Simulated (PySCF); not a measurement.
Point-charge models of `[F][Na]` (sodium fluoride) against its computed dipole.

Coordinates (PBE0-D3(BJ)/def2-SVP, Å) and charges (e) from the PBE0/pcSseg-1 density (PySCF):

```tsv
atom	x	y	z	Mulliken	IAO	Hirshfeld	ESP-fitted
F1	0.946	-0.003	-0.010	-0.7511	-0.9127	-0.6603	-0.8226
Na2	-0.940	0.005	-0.019	+0.7511	+0.9127	+0.6598	+0.8226
```

Problem. What dipole does each set of charges give (1 e·Å = 4.803 D), and what does the density give?

Solution. The full density gives (-7.52, 0.03, -0.04) D, 7.52 D in size; dipole vectors point from the negative to the positive end.

```json
{"scheme": "Mulliken", "μx": "-6.80", "μy": "0.03", "μz": "-0.03", "size (D)": "6.80", "share of the full size (%)": "91", "angle to the full dipole (°)": "0"}
{"scheme": "IAO", "μx": "-8.27", "μy": "0.03", "μz": "-0.04", "size (D)": "8.27", "share of the full size (%)": "110", "angle to the full dipole (°)": "0"}
{"scheme": "Hirshfeld", "μx": "-5.98", "μy": "0.02", "μz": "-0.03", "size (D)": "5.98", "share of the full size (%)": "80", "angle to the full dipole (°)": "0"}
{"scheme": "ESP-fitted", "μx": "-7.45", "μy": "0.03", "μz": "-0.04", "size (D)": "7.45", "share of the full size (%)": "99", "angle to the full dipole (°)": "0"}
```

Problem. Which set comes closest?

Solution. Length of the difference vector: ESP-fitted 0.07 D, Mulliken 0.71 D, IAO 0.75 D, Hirshfeld 1.54 D. Closest: ESP-fitted. ESP charges are fitted to the potential around the molecule, whose slowest-falling term is the dipole's. 

Problem. What is left for the Hirshfeld atoms' own dipoles?

Solution. The shares of the density sum to the whole, so what Σ q r misses lies in dipoles about the nuclei. The atomic dipoles sum to (-7.52, 0.03, -0.04) − (-5.98, 0.02, -0.03) = (-1.54, 0.01, -0.01) D, 1.54 D in size.

Problem. Give the size of the full dipole in other units.

Solution. 7.52 D = 2.958 au = 1.565 e·Å = 25.08 × 10⁻³⁰ C·m.

Geometry: PBE0-D3(BJ)/def2-SVP; no solvent, vibrations or thermal averaging.
